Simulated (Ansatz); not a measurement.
**Loss of CH4: C5H10 → C4H6 + CH4**

Species: C5H10 (2-methyl-2-butene) `CC=C(C)C`, singlet; C4H6 (2-butyne) `CC#CC`, singlet; CH4 (methane) `C`, singlet. 

Shapes, held fixed at every level: PBE0-D4/def2-TZVP. Programs: Ansatz 0.2.0. The zero-point and thermal change to 298 K, harmonic and unscaled (PBE0-D4/def2-TZVP), is -11.4 kJ/mol.

Problem. Estimate the reaction enthalpy at 298 K.

Solution. From tabulated heats of formation (Active Thermochemical Tables, CRC Handbook of Chemistry and Physics), ΔH(298 K) = +112.9 kJ/mol. Nearest: CCSD(T)/def2-TZVPP (+2.3); farthest: SPW92/def2-TZVPP (+47.3). 6 of 8 levels lie within 10 kJ/mol. The CBS estimate extrapolates MP2 from def2-TZVPP and def2-QZVPP and adds CCSD(T) − MP2 in the triple-zeta set, cores frozen.

| level | kind | ΔH (kJ/mol) | computed − measured |
| --- | --- | --- | --- |
| HF/def2-SVP | Hartree–Fock | +96.2 | -16.7 |
| SPW92/def2-TZVPP | LDA | +160.2 | +47.3 |
| r2SCAN-D4/def2-TZVPP | meta-GGA | +121.9 | +9.0 |
| B3LYP-D4/def2-TZVPP | global hybrid | +110.1 | -2.8 |
| CCSD(T)/def2-SVP | coupled cluster or CI | +121.7 | +8.8 |
| CCSD/def2-SVP | coupled cluster or CI | +119.6 | +6.7 |
| CCSD(T)/def2-TZVPP | coupled cluster or CI | +115.3 | +2.3 |
| CCSD(T)/CBS estimate | coupled cluster or CI | +115.6 | +2.7 |
